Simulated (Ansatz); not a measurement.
AlF3, singlet: the ladder up to RCCSDT(Q)

Geometry: displaced at random from a stationary point.

```xyz
4

Al    0.0021   -0.0017    0.0201
F     1.6303   -0.0051    0.0088
F    -0.7763    1.4459   -0.0362
F    -0.8570   -1.4384   -0.0012
```

Basis cc-pVDZ; Ansatz 0.2.0. Only valence electrons are correlated (noble-gas cores frozen), which leaves 24 electrons in 52 orbitals. Prefix R: restricted or restricted open-shell reference. Active spaces: frontier = (8e, 8o) about the gap.

Full CI isn't at hand for all of this; RCCSDT(Q) serves as the reference, and is uncertain by about the last step of the cluster series.

* UHF ⟨S²⟩: 0.000
* T1 diagnostic (RCCSD): 0.0143
* largest doubles amplitude (RCCSD): 0.028

| level | E − E(RCCSDT(Q)) (kcal/mol) | share of correlation (%) | wall time |
| --- | --- | --- | --- |
| RHF | 399.58 | 0.00 | – |
| RMP2 | 8.32 | 97.92 | – |
| CISD | 46.75 | 88.30 | 15 s |
| RCCSD | 6.88 | 98.28 | – |
| RCCSD(T) | 1.23 | 99.69 | 1.5 s |
| BCCD(T) | 1.03 | 99.74 | 1.8 s |
| RCCSDT | 0.98 | 99.76 | – |

The correlation energy at RCCSDT(Q), counted from RHF, is -17.327 eV. That run took 4.3 min on 1 thread of Arm Neoverse V1, shared host.

Run but not shown, since their state, orbitals or frozen core can't be matched to the reference's or they repeat it: CASSCF (frontier space), NEVPT2 (frontier space).

Times hold each run's SCF and search for its determinant on a shared host, so for small cases they say little of a method's own cost; they ran on 1 thread of Arm Neoverse V1.
